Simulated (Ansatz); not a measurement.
# fcc Sr

Computed with rVV10 in Ansatz (PAW).

Settings: plane-wave cutoff 520 eV, 16×16×16 k mesh, Fermi–Dirac smearing 0.05 eV, scalar-relativistic PAW data made under PBE.

Cell (relaxed at this level):

```cif
data_Sr4
_chemical_formula_sum 'Sr4'
_space_group_name_H-M_alt 'Fm-3m'
_space_group_IT_number 225
_space_group_name_Hall '-F 4 2 3'
_cell_length_a 5.93701
_cell_length_b 5.93701
_cell_length_c 5.93701
_cell_angle_alpha 90.000
_cell_angle_beta 90.000
_cell_angle_gamma 90.000
loop_
_atom_site_label
_atom_site_type_symbol
_atom_site_symmetry_multiplicity
_atom_site_Wyckoff_symbol
_atom_site_fract_x
_atom_site_fract_y
_atom_site_fract_z
_atom_site_occupancy
Sr1 Sr 4 a 0.00000 0.00000 0.00000 1
```
(The calculation used a cell of 1 atom; values per cell refer to that cell.)

```yaml
bulk_modulus: 13.0 GPa
band_gap: zero (no gap)
pressure derivative B′ of the bulk modulus: 3.7
```

Measured, for comparison: bulk modulus 12.5 GPa (corrected for temperature and zero-point phonon effects, our sources range from 12.0 to 12.5; as tabulated in Levämäki et al. (2014), arXiv:1402.3671). Computed (rounded) less measured: bulk modulus +4 % (+4 % to +8 % over the range).

Spin–orbit coupling is not included.

Computed values are for the static lattice.

Ansatz is a program for electronic structure.
